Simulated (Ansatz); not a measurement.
The pair A = H2O (SMILES O) (first 3 atoms), B = H2O (SMILES O); geometry from A24 set.
(charge 0, multiplicity 1):
```xyz
6

O     -0.06700     0.00000     1.49435
H      0.81573     0.00000     1.86587
H      0.06886     0.00000     0.53914
O      0.06255     0.00000    -1.42263
H     -0.40697    -0.76018    -1.77174
H     -0.40697     0.76018    -1.77174
```

Cores are frozen in the correlated methods. MP2 and its Hartree–Fock in aug-cc-pVQZ are density fitted.

Programs: Ansatz (Gaussian basis) for Hartree–Fock, density functionals and correlated methods. Each number belongs to the level named beside it.

The counterpoise-corrected interaction energy is E(AB) − E(A in the pair's basis) − E(B in the pair's basis). Total energies (hartree):

```
level                          AB  A in the pair's basis  B in the pair's basis
-------------------  ------------  ---------------------  ---------------------
HF/aug-cc-pVTZ       -152.1266901            -76.0603475            -76.0605612
MP2/aug-cc-pVTZ      -152.6662000            -76.3292641            -76.3294031
HF/aug-cc-pVQZ       -152.1374037            -76.0656799            -76.0658920
MP2/aug-cc-pVQZ      -152.7117731            -76.3519179            -76.3520701
CCSD(T)/aug-cc-pVTZ  -152.6929283            -76.3426013            -76.3427380
```

Problem. Work out the counterpoise-corrected interaction energy at the basis-set limit: extrapolate the MP2 correlation part as X⁻³, take Hartree–Fock from the larger set, and add the CCSD(T) − MP2 difference of aug-cc-pVTZ.

Solution. 
1. Differences (1 hartree = 627.509 kcal/mol): HF/aug-cc-pVTZ -3.628; MP2/aug-cc-pVTZ -4.727; HF/aug-cc-pVQZ -3.660; MP2/aug-cc-pVQZ -4.885; CCSD(T)/aug-cc-pVTZ -4.762.
2. Correlation parts, MP2 less HF: -1.099 in aug-cc-pVTZ (X = 3), -1.226 in aug-cc-pVQZ (X = 4).
3. Limit (4³·(-1.226) − 3³·(-1.099))/(4³ − 3³) = -1.318; with HF/aug-cc-pVQZ it gives -4.978.
4. CCSD(T) less MP2 in aug-cc-pVTZ: -0.035.
Result: -5.01 kcal/mol, against -4.73 at MP2/aug-cc-pVTZ. It is an estimate of this method's limit, not of the exact value.

Ansatz is a quantum-chemistry and plane-wave program.
